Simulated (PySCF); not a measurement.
# How the method moves the proton affinities of ethynol anion

Structure: `C#C[O-]` ([C2HO]-). Non-hydrogen atoms are numbered in `[CH:1]#[C:2][O-:3]`.

All levels share the PBE0-D3(BJ)/ma-def2-SVP structures and the PBE0-D3(BJ)/ma-def2-SVP thermal terms; only the single-point energies (PySCF) change. Values are proton affinities (298 K, kJ/mol).

| level | C1 | O3 | mean abs. error | time |
| --- | --- | --- | --- | --- |
| LDA/ma-def2-TZVP | 1489 | 1334 | 49.0 | 8.5 s |
| PBE-D3(BJ)/ma-def2-TZVP | 1524 | 1358 | 19.7 | 10 s |
| M06-2X/ma-def2-TZVP (grid 3) | 1525 | 1383 | 6.8 | 12 s |
| PBE0-D3(BJ)/ma-def2-SVP | 1530 | 1373 | 9.2 | 2.2 s |
| PBE0-D3(BJ)/aug-pcseg-1 | 1532 | 1370 | 10.4 | 3 s |
| PBE0-D3(BJ)/6-31+G* | 1533 | 1361 | 15.4 | 2 s |
| r2SCAN-D3(BJ)/ma-def2-TZVP (grid 3) | 1535 | 1366 | 13.9 | 17 s |
| PBE0-D3(BJ)/aug-cc-pVDZ | 1535 | 1375 | 9.2 | 3.1 s |
| PBE0-D3(BJ)/6-311+G** | 1535 | 1377 | 8.5 | 2.8 s |
| M06/ma-def2-TZVP (grid 3) | 1535 | 1381 | 6.4 | 12 s |
| HSE06/ma-def2-TZVP | 1536 | 1377 | 9.2 | 11 s |
| PBE0-D3(BJ)/6-311++G(2d,2p) | 1538 | 1382 | 7.5 | 3.7 s |
| PBE0-D3(BJ)/ma-def2-TZVP | 1538 | 1379 | 9.2 | – |
| PBE0-D3(BJ)/aug-cc-pVTZ | 1538 | 1383 | 7.2 | 8.4 s |
| PBE0-D3(BJ)/def2-SVPD | 1543 | 1387 | 7.0 | 2.7 s |
| PBE0-D3(BJ)/def2-TZVPD | 1543 | 1385 | 8.5 | 5.2 s |
| PBE0-D3(BJ)/pcseg-2 | 1543 | 1388 | 7.2 | 4.3 s |
| PBE0-D3(BJ)/def2-QZVP | 1544 | 1387 | 7.5 | 13 s |
| TPSSh-D3(BJ)/ma-def2-TZVP (grid 3) | 1546 | 1378 | 13.2 | 12 s |
| B97-2/ma-def2-TZVP | 1548 | 1386 | 10.0 | 4.3 s |
| OPBE/ma-def2-TZVP | 1549 | 1380 | 13.9 | 9.4 s |
| LC-ωPBE/ma-def2-TZVP | 1550 | 1393 | 10.7 | 9.7 s |
| PBE0-D3(BJ)/def2-TZVP | 1550 | 1390 | 9.6 | 3.7 s |
| PBE0-D3(BJ)/def2-TZVPP | 1551 | 1394 | 11.7 | 4.5 s |
| PBE0-D3(BJ)/pcseg-1 | 1553 | 1387 | 12.5 | 1.8 s |
| M06-L/ma-def2-TZVP (grid 3) | 1554 | 1380 | 16.3 | 17 s |
| PBE0-D3(BJ)/cc-pVTZ | 1561 | 1403 | 21.3 | 4.2 s |
| HF/ma-def2-TZVP | 1569 | 1415 | 31.6 | 1.4 s |
| PBE0-D3(BJ)/def2-SV(P) | 1574 | 1391 | 21.5 | 1.7 s |
| PBE0-D3(BJ)/def2-SVP | 1580 | 1419 | 39.2 | 1.8 s |
| PBE0-D3(BJ)/6-31G | 1582 | 1421 | 40.9 | 1.4 s |
| PBE0-D3(BJ)/cc-pVDZ | 1587 | 1420 | 43.4 | 1.9 s |
| PBE0-D3(BJ)/6-31G* | 1602 | 1424 | 52.4 | 1.7 s |
| ATcT 1.112 | 1531 | 1390 |  |  |

Times are wall times for all single points of a level on 1 thread of Arm Neoverse V1, a shared host; the dash marks the run that also made the structures. HSE06, LC-ωPBE, LDA, M06-L, OPBE, PBE, r2SCAN ran on a slower path of this set-up, which computes the density-fitting integrals anew in every SCF cycle while the other levels store them. So the times needn't show the usual order of cost, and those levels read slower than they are.

Hartree-Fock leaves out electron correlation, so its proton affinities can be off by tens of kJ/mol.

The widest spread is that of C1: 113 kJ/mol, from 1489 to 1602.
